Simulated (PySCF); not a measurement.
How the method moves the HOMO and LUMO of carbonyl fluoride

Carbonyl fluoride, CF2O.
Cartesian coordinates in Å at the PBE0-D3(BJ)/def2-SVP level; atoms count from 1:
```
atom  x, y, z in Å
O1    -0.347    1.057    0.794
C2    -0.063    0.028    0.312
F3     0.944   -0.731    0.657
F4    -0.699   -0.563   -0.665
```

Basis pcSseg-2 throughout (PySCF), one geometry. Isolated species at its PBE0-D3(BJ)/def2-SVP geometry, gas phase.

Question: How do the orbital energies, the gap and the dipole change with the method?

Answer: 
```
  method           kind  HOMO (eV)  LUMO (eV)  gap (eV)  μ (D)  SCF cycles
    BLYP            GGA      -8.42      -1.64      6.78   1.14          14
    OPBE            GGA      -8.44      -1.48      6.96   1.15          15
     PBE            GGA      -8.49      -1.69      6.80   1.15          14
   B97-D            GGA      -8.53      -1.60      6.93   1.15          15
    BP86            GGA      -8.59      -1.77      6.82   1.16          14
     KT2            GGA      -8.65      -1.58      7.07   1.13          15
     KT3            GGA      -8.68      -1.59      7.09   1.13          15
     LDA            LDA      -8.74      -2.04      6.70   1.15          14
   B3LYP  global hybrid     -10.12      -0.83      9.28   1.15          13
    PBE0  global hybrid     -10.39      -0.46      9.93   1.15          13
mPW1PW91  global hybrid     -10.43      -0.49      9.94   1.15          13
      HF   Hartree–Fock     -15.18       4.13     19.31   1.26          11
```

The HOMO spans 6.75 eV, from BLYP down to HF, and the gap runs from 6.70 eV (LDA) to 19.31 eV (HF). Over the methods BLYP (0 %), OPBE (0 %), PBE (0 %), B97-D (0 %), BP86 (0 %), KT2 (0 %), KT3 (0 %), LDA (0 %), B3LYP (20 %), PBE0 (25 %), mPW1PW91 (25 %), HF (100 %), a straight line through the gap against the share of exact exchange rises by 1.24 eV for each 10 % (correlation coefficient 0.999). The dipole ranges from 1.13 D (KT3) to 1.26 D (HF). This basis has no diffuse functions.
